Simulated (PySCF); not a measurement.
**C5H8F: g tensor and hyperfine couplings**

Compound: C5H8F (doublet state).
Z-matrix (Å and degrees, GFN2-xTB geometry), rows numbered from 1:
```
F 
C   1  1.3746
C   2  1.5286  1  110.66
C   3  1.4837  2  115.39  1   176.96
C   4  1.4811  3   94.25  2  -118.65
C   5  1.5413  4   88.27  3     0.24
H   2  1.0944  1  106.86  3   121.37
H   2  1.0952  1  106.87  3  -120.84
H   3  1.0978  2  107.17  1   -53.08
H   4  1.0706  3  132.35  2    53.34
H   5  1.0953  4  115.50  3   117.55
H   5  1.0946  4  115.42  3  -116.66
H   6  1.0872  3  113.73  2     1.08
H   6  1.0866  3  114.38  2  -125.19
```

The hyperfine couplings belong to this conformer and change with its torsions.

The species is `FC[C@@H]1[CH]CC1` [radical].

Theory: UKS B3LYP, pcH-1 on C F H, non-relativistic, mean-field spin-orbit, GIAO (PySCF). The structure is a single GFN2-xTB conformer in the gas phase; no vibrational or solvent corrections. A GFN2-xTB geometry isn't a minimum of the functional, and hyperfine couplings can be far from their values at a DFT geometry. The SCF solution wasn't tested for stability.

* g1, g2, g3: 2.00214, 2.00282, 2.00296
* g_iso: 2.00264
* Form of g: rhombic: the two nearest values differ by 17 % of g3 − g1
* ⟨S²⟩: 0.7542 (exact 0.7500)
* α and β electrons: 24, 23
* Total energy: -295.11512 Eh

Hyperfine couplings atom by atom, in MHz; T1 to T3 are the principal values of the dipolar part:

| atom | isotope | a_iso | T1 | T2 | T3 | Mulliken spin population |
| --- | --- | --- | --- | --- | --- | --- |
| F1 | 19F | 7.2 | -16.5 | -13.3 | 29.8 | 0.00 |
| C2 | 13C | 78.7 | -4.0 | -3.7 | 7.7 | 0.04 |
| C3 | 13C | -34.1 | -2.5 | 0.2 | 2.3 | -0.08 |
| C4 | 13C | 97.1 | -80.2 | -78.8 | 159.1 | 1.01 |
| C5 | 13C | -35.3 | -2.8 | 0.6 | 2.2 | -0.09 |
| C6 | 13C | 5.9 | -1.5 | -1.2 | 2.7 | 0.01 |
| H7 | 1H | -3.8 | -4.6 | -1.8 | 6.5 | 0.00 |
| H8 | 1H | -3.6 | -3.5 | -2.3 | 5.8 | 0.00 |
| H9 | 1H | 119.2 | -4.8 | -3.7 | 8.5 | 0.05 |
| H10 | 1H | -62.3 | -38.1 | -0.1 | 38.2 | -0.04 |
| H11 | 1H | 119.6 | -4.6 | -3.4 | 8.0 | 0.05 |
| H12 | 1H | 122.8 | -4.7 | -3.9 | 8.7 | 0.05 |
| H13 | 1H | -4.5 | -2.6 | -2.3 | 5.0 | 0.00 |
| H14 | 1H | -3.8 | -2.6 | -2.3 | 4.9 | 0.00 |

The largest Mulliken spin populations are on C4 (+1.01), C5 (-0.09) and C3 (-0.08). No atom but C4 exceeds +0.15. The angles at C4 add up to 359.4°, so it is planar; its axial dipolar tensor and the negative coupling of its proton fit spin in a p orbital normal to that plane.

Axes: g2 points within 9° of the C4–C5 bond and g3 points within 13° of the C3–C4 bond.

Under fast tumbling the dipolar parts average out, and these isotropic splittings remain (the largest six): 1 × 1H (H12, I = 1/2, 2 lines) with 4.38 mT, 1 × 1H (H11, I = 1/2, 2 lines) with 4.27 mT, 1 × 1H (H9, I = 1/2, 2 lines) with 4.25 mT, 1 × 1H (H10, I = 1/2, 2 lines) with 2.22 mT, 1 × 19F (F1, I = 1/2, 2 lines) with 0.26 mT and 1 × 1H (H13, I = 1/2, 2 lines) with 0.16 mT.

The 13C coupling of C4 (97.1 MHz) shows only in satellite lines or after enrichment, since that isotope makes up about 1.07 % of natural carbon.

β density exceeds α density at some nuclei, such as C5 (-0.0314), C3 (-0.0303) and H10 (-0.0139), spin density in bohr⁻³. In a single determinant that takes different orbitals for the two spins, that is spin polarisation.
